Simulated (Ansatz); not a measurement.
A made-up structure of LiBHO (charge +1), closed shell:

Li1  (-2.700, 0.791, 0.155)
B2  (-0.319, 0.043, 0.017)
O3  (0.976, -0.480, -0.062)
H4  (2.043, -0.353, -0.110)
(Å)

It is relaxed with PBE-D4/def2-SVP and then PBE0-D4/def2-TZVP (Ansatz 0.2.0). Atoms count as bonded within 1.22 times the sum of their covalent radii (H–H: 0.88 Å). The end point is not checked to be a true minimum.

Problem. Does its bonding change? (A judgement: the text doesn't fix the answer.)

Solution. Computed: No: no bond forms or breaks.

Where it ends: The first stage lowers the energy by 0.76 eV in 8 steps. It ends as LiBHO ([Li][B][OH]), total charge +1:
```json
{"atom": "Li1", "x (Å)": "-2.4406", "y (Å)": "0.6518", "z (Å)": "0.1380"}
{"atom": "B2", "x (Å)": "-0.2921", "y (Å)": "0.0780", "z (Å)": "0.0165"}
{"atom": "O3", "x (Å)": "0.9042", "y (Å)": "-0.2417", "z (Å)": "-0.0511"}
{"atom": "H4", "x (Å)": "1.8286", "y (Å)": "-0.4881", "z (Å)": "-0.1034"}
```

Labels in which every atom is bracketed show which atoms are joined, not bond orders.

For scale, one of the runs: PBE0-D4/def2-TZVP relaxation, 82 basis functions, launched by `ansatz run in.yaml --threads 2 --pin off --events-out ev --progress --plain --max-ram 4352MiB`. Hardware: 2 CPU threads of an AMD EPYC 9R45, shared host. Wall time about 1.4 s.
